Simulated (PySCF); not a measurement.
# C₄H₁₀N radical: open-shell or spin-flip excitations

What do calculations give for the open-shell or spin-flip excitations of C₄H₁₀N radical (`C[C](C)CN`)?

Computed with PySCF 2.14.0 and routines of our own; the level stands in each step. Atoms count from 0.

## (1) The system as given

15 atoms, charge 0, multiplicity 2; geometry from: GFN2-xTB.

## (2) Open-shell or spin-flip excitations: unrestricted TDA wB97X-D/def2-SVPD

What the job is given:

```
{"job": {"kind": "uabs", "xc": "wB97X-D", "basis": "def2-SVPD", "nstates": 10, "tda": true}, "charge": 0, "multiplicity": 2}
C     -0.969614     1.083159     0.618069
C     -0.324485     0.015124    -0.184057
C     -1.134514    -0.779349    -1.140602
C      1.159766    -0.077493    -0.184592
N      1.673225    -0.124210     1.187881
H     -1.902409     0.733524     1.063297
H     -1.219637     1.952364    -0.003481
H     -0.294988     1.412001     1.404087
H     -2.145021    -0.926748    -0.759774
H     -0.683648    -1.752920    -1.333113
H     -1.227214    -0.270597    -2.109761
H      1.477314    -0.940799    -0.793719
H      1.604681     0.825037    -0.635995
H      1.297826    -0.936187     1.667370
H      2.684303    -0.204916     1.182478
```

Method: unrestricted TDA wB97X-D/def2-SVPD, vertical, gas phase, core orbitals frozen in the response.

The run is started by

```console
> OMP_NUM_THREADS=1 python excited_run.py task.json out
```

This one command runs all jobs of the session in turn.

The log of the run:

```text
coarse grid: 11608 points
cycle   1  E = -212.8658195613  dE =  4.567e-01  |g| = 2.428e-01  |ddm| = 4.112e+00
cycle   2  E = -212.8831337009  dE = -1.731e-02  |g| = 1.990e-01  |ddm| = 1.100e+00
cycle   3  E = -212.9002107887  dE = -1.708e-02  |g| = 2.994e-02  |ddm| = 4.111e-01
cycle   4  E = -212.9008349074  dE = -6.241e-04  |g| = 1.301e-02  |ddm| = 1.266e-01
cycle   5  E = -212.9009593885  dE = -1.245e-04  |g| = 4.122e-03  |ddm| = 4.219e-02
cycle   6  E = -212.9009795861  dE = -2.020e-05  |g| = 1.506e-03  |ddm| = 2.643e-02
cycle   7  E = -212.9009827417  dE = -3.156e-06  |g| = 5.093e-04  |ddm| = 8.823e-03
final grid: 109544 points
cycle   8  E = -212.9301664706  dE = -8.539e-05  |g| = 2.979e-03  |ddm| = 1.008e-01
cycle   9  E = -212.9301699152  dE = -3.445e-06  |g| = 2.300e-03  |ddm| = 1.301e-02
cycle  10  E = -212.9301722497  dE = -2.335e-06  |g| = 4.591e-04  |ddm| = 6.160e-03
cycle  11  E = -212.9301724285  dE = -1.788e-07  |g| = 2.401e-04  |ddm| = 2.305e-03
cycle  12  E = -212.9301724696  dE = -4.111e-08  |g| = 5.959e-05  |ddm| = 9.830e-04
cycle  13  E = -212.9301724763  dE = -6.732e-09  |g| = 1.383e-05  |ddm| = 3.967e-04
cycle  14  E = -212.9301724766  dE = -2.799e-10  |g| = 5.270e-06  |ddm| = 6.890e-05
converged SCF energy = -212.9301724766

Static polarisability (au): isotropic 59.890, principal 52.350 60.993 66.328

<S^2> of the reference = 0.7549 (exact 0.7500)

Excitations
state   eV       nm        f      <S^2>   main configurations
  1   4.8669    254.7   0.00251   0.875   Hb->Lb 0.96
  2   4.9369    251.1   0.00498   0.776   Ha->La 0.91
  3   5.9591    208.1   0.03372   0.785   Ha->L+1a 0.89
  4   6.1606    201.3   0.00443   0.783   Ha->L+2a 0.92
  5   6.3423    195.5   0.01894   0.787   Ha->L+3a 0.88
  6   6.5023    190.7   0.00032   1.304   H-1b->Lb 0.66
  7   6.5774    188.5   0.00146   1.890   H-1b->Lb 0.25, H-1a->La 0.23, H-1a->L+1a 0.19, H-2b->Lb 0.09
  8   6.6791    185.6   0.00635   0.810   H-2b->Lb 0.52, H-1a->La 0.16, H-1a->L+1a 0.12
  9   6.8097    182.1   0.00290   0.835   Ha->L+4a 0.43, Ha->L+5a 0.20, Hb->L+1b 0.11, Hb->L+2b 0.09
 10   6.8470    181.1   0.01101   0.911   H-2b->Lb 0.23, Hb->L+1b 0.21, Ha->L+4a 0.18, Hb->L+2b 0.16
```

It took 74 s on 1 thread of Intel Xeon at 2.50GHz, shared host; peak memory 0.63 GiB.

In short:

```
quantity  value
    ⟨S²⟩  0.755
```

Löwdin spin populations:

C0 0.05; C1 0.66; C2 0.06; C3 0.05; N4 0.03; H5 0.01; H6 0.04; H7 0.00; H8 0.01; H9 0.01; H10 0.04; H11 0.00; H12 0.03; H13 0.00; H14 0.00

With diffuse functions Löwdin's scheme smears the spin, so small populations can have the wrong sign.

## (3) Open-shell or spin-flip excitations: unrestricted TDDFT B97-D/6-311G** in water

The job, as its differences from that of step 2:

```diff
@@ -1,2 +1,2 @@
-{"job": {"kind": "uabs", "xc": "wB97X-D", "basis": "def2-SVPD", "nstates": 10, "tda": true}, "charge": 0, "multiplicity": 2}
+{"job": {"kind": "uabs", "xc": "B97-D", "basis": "6-311G**", "nstates": 10, "tda": false, "solvent": "water", "scf": {"conv": 1e-07, "fallback": true}}, "charge": 0, "multiplicity": 2}
 C     -0.969614     1.083159     0.618069
```

Level: unrestricted TDDFT B97-D/6-311G**, vertical, IEF-PCM water (non-equilibrium linear response), core orbitals frozen in the response.

The log of the run:

```text
final grid: 109544 points
cycle   1  E = -212.9424151346  dE =  2.317e-01  |g| = 4.287e-01  |ddm| = 2.031e+00
cycle   2  E = -212.8338675380  dE =  1.085e-01  |g| = 6.406e-01  |ddm| = 9.556e-01
cycle   3  E = -213.0391489599  dE = -2.053e-01  |g| = 5.323e-02  |ddm| = 6.193e-01
cycle   4  E = -213.0399933593  dE = -8.444e-04  |g| = 3.276e-02  |ddm| = 6.175e-02
cycle   5  E = -213.0404596320  dE = -4.663e-04  |g| = 5.554e-03  |ddm| = 2.564e-02
cycle   6  E = -213.0404733371  dE = -1.371e-05  |g| = 2.796e-03  |ddm| = 7.815e-03
cycle   7  E = -213.0404771269  dE = -3.790e-06  |g| = 1.075e-03  |ddm| = 3.198e-03
cycle   8  E = -213.0404778041  dE = -6.772e-07  |g| = 1.582e-04  |ddm| = 1.391e-03
cycle   9  E = -213.0404778181  dE = -1.400e-08  |g| = 8.116e-05  |ddm| = 2.289e-04
converged SCF energy = -213.0404778181

Static polarisability (au): isotropic 75.386, principal 66.238 76.723 83.197

<S^2> of the reference = 0.7547 (exact 0.7500)

Excitations
state   eV       nm        f      <S^2>   main configurations
  1   3.5244    351.8   0.00139   0.785   Hb->Lb 1.00
  2   4.5064    275.1   0.01177   0.765   Ha->La 1.00
  3   5.1920    238.8   0.04545   0.765   Ha->L+1a 1.00
  4   5.7496    215.6   0.00066   0.766   Ha->L+2a 1.00
  5   5.9068    209.9   0.02218   0.769   Ha->L+3a 0.99
  6   6.0277    205.7   0.00160   1.996   Hb->L+1b 0.69, H-1b->Lb 0.22, H-1a->La 0.08
  7   6.0424    205.2   0.00038   1.144   H-1b->Lb 0.76, Hb->L+1b 0.20
  8   6.1316    202.2   0.00819   1.133   H-1a->La 0.89, Hb->L+1b 0.11
  9   6.2701    197.7   0.01651   0.769   Ha->L+4a 0.48, H-2b->Lb 0.48
 10   6.3009    196.8   0.00936   0.769   Ha->L+4a 0.50, H-2b->Lb 0.44
```

It took 68 s on 1 thread of Intel Xeon at 2.50GHz, shared host; peak memory 0.64 GiB.

In short:

```
quantity  value
    ⟨S²⟩  0.755
```

## (4) Results

| quantity | value |
| --- | --- |
| lowest and brightest state of nearly pure spin, of 10 (step 2, unrestricted TDA wB97X-D/def2-SVPD) | 4.87 eV; 5.96 eV, f = 0.034 |
| lowest and brightest state of nearly pure spin, of 10 (step 3, unrestricted TDDFT B97-D/6-311G** in water) | 3.52 eV; 5.19 eV, f = 0.045 |

States whose ⟨S²⟩ lies well above the reference's are mixtures of spin states, an artefact of the unrestricted response, and are left out of the summary. The lowest state of nearly pure spin runs from 3.52 to 4.87 eV over the runs.
